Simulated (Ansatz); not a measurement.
System: bcc K. Method: B3LYP (VWN-RPA form) in Ansatz (plane waves, PAW).

The run printed, among other lines:

```
WARN output.stress: scf.exx.energy_threshold = 1e-6 eV is looser than the 1e-8 eV advised for a stress under a hybrid functional (1e-8 eV for each atom of the …
Crystal: 1 atoms, lattice volume = 73.795 Å³
Basis set: ecut = 460 eV, 1601 PW (Γ), exchange–correlation on 72×72×72 points (8 copies of the dense FFT grid, shifted against one another)
Bands: 9, of which v1, the nominal top of the filled ones, is band 5 counted from 1 (4 counted from 0)
Symmetry: 48 space group operations
Space group: Im-3m (ITA 229), of the structure as read, at distance tolerance 4.2e-5 Å
k-points: 47 of 1000
Functional: x = 0.1 slater + 0.9 b88, c = 0.19 vwn_rpa + 0.81 lyp, warm-up for x = 0.08 slater + 0.72 b88 + 0.2 exact, c = 0.19 vwn_rpa + 0.81 lyp
SCF iter   1: F=—  HF=-1542.508488 eV  |F-HF|=—  |Δ(HF+E_count)|=         —  Δρ=2.41e-3  dr2=1.60e-3
SCF iter   2: F=—  HF=-1542.508912 eV  |F-HF|=—  |Δ(HF+E_count)|=   4.24e-4  Δρ=1.31e-3  dr2=5.84e-4
  ...
SCF 1 converged in 8 iterations: F = -1542.509535 eV  dr2 = 5.35e-11
Crystal: 1 atoms, lattice volume = 73.795 Å³
Initial density: handed on by an earlier stage of this run
Functional: x = 0.08 slater + 0.72 b88 + 0.2 exact, c = 0.19 vwn_rpa + 0.81 lyp
Crystal: 1 atoms, lattice volume = 73.795 Å³
SCF iter   4: F=—  HF=-1543.794029 eV  |F-HF|=—  |Δ(HF+E_count)|=   3.75e-7  Δρ=1.01e-6  dr2=5.04e-10
SCF iter   5: F=-1543.794029 eV  HF=-1543.794029 eV  |F-HF|=2.23e-10  |Δ(HF+E_count)|=   1.39e-9  Δρ=2.04e-7  dr2=4.21e-11
SCF 3 converged in 5 iterations: F = -1543.794029 eV  dr2 = 4.21e-11
Free energy (F): -1543.794028 eV
Internal energy: -1543.789077 eV  (E = F + TS)
E sigma→0 (E₀):  -1543.791553 eV
Fermi energy:    2.007799 eV
--- Stress (GPa, compression-positive) ---
        0.087874       0.000000      -0.000000
        0.000000       0.087874       0.000000
        0.000000      -0.000000       0.087874
  P = ⅓ Tr σ = 0.0879 GPa (0.879 kbar)
```

Problem. Write an input file that could have produced this run (the log leaves some choices open).

Solution. This is not unique; one that fits is 
Ansatz 0.2 input:
```yaml
crystal:
  lattice:
    - [-2.6423363302, 2.6423363302, 2.6423363302]
    - [2.6423363302, -2.6423363302, 2.6423363302]
    - [2.6423363302, 2.6423363302, -2.6423363302]
  atoms:
    - { symbol: K, position: [0.0, 0.0, 0.0] }
basis:
  ecutwfc: 460
  ecutrho_ratio: 4
  xc_grid: 2
kpoints:
  mp_grid: { grid: [10, 10, 10] }
hamiltonian:
  xc: b3lyp
  dispersion: none
  pseudopotentials: { kind: paw }
scf:
  occupations: { method: fermi_dirac, width: 0.05 }
  convergence: { dr2_threshold: 0.0000000001 }
output:
  forces: false
  stress: true
  eigenvalues: true
```

The PAW data were made under PBE.

Computing time: roughly 3 core-minutes.

Ansatz is a first-principles code.
